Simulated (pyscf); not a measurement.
`[CH3][CH3]` + `[OH][ZnH]` -> `[CH3][ZnH]` + `[CH3][OH]` (four-centre exchange; singlet surface; C–C, O–Zn broken, C–Zn, C–O formed). Structures and frequencies: ωB97X-D3(BJ)/def2-SVP in PySCF. Energies in eV from the separated reactants.

```
level                   barrier  reaction energy
----------------------  -------  ---------------
ωB97X-D3(BJ)/def2-TZVP     4.33            +1.17
r²SCAN/def2-TZVP              …            +1.22
B3LYP-D3(BJ)/def2-TZVP     4.13            +1.19
PBE0-D3(BJ)/def2-TZVP      4.20            +1.15
M06-2X/def2-TZVP           4.27            +1.19
ωB97M-D3(BJ)/def2-TZVP        …                …
```

**Question.** Some entries are withheld; supply them.

**Answer.** 
- r²SCAN/def2-TZVP, barrier: 3.95
- ωB97M-D3(BJ)/def2-TZVP, barrier: 4.29
- ωB97M-D3(BJ)/def2-TZVP, reaction energy: +1.18

The functionals in the table span 0.37 eV in this barrier, from r²SCAN to ωB97X-D3(BJ)/def2-TZVP. On the product side the descent ends in an adduct with a O–Zn contact (not fully relaxed), 0.39 eV under the separated species and 3.54 eV under the saddle at ωB97X-D3(BJ)/def2-TZVP. What is counted as broken (O–Zn) persists as a longer contact in the product adduct; parting that adduct is a step of its own. The same reactants have a lower exit, to H₃C–CH₂–ZnH + H₂O (barrier +1.60 eV at ωB97M-D3(BJ)/def2-TZVP, against +4.29 eV here). This is the saddle that the search found; another between the same sides may lie lower. Elements up to Kr have no core potential and no relativistic terms here.
